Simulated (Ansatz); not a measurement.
2H MoTe₂ was calculated with r²SCAN+rVV10 (PAW; Ansatz, a first-principles code).

Q: Predict the interlayer binding energy, layer repeat distance and gap between the layers.

A: 
- interlayer binding energy = 23.0 meV/Å²
- layer repeat distance = 7.088 Å
- gap between the layers = 3.499 Å

Spin–orbit coupling is not included.

Computed values are for the static lattice.

Cost on a shared machine: roughly 7 core-minutes.
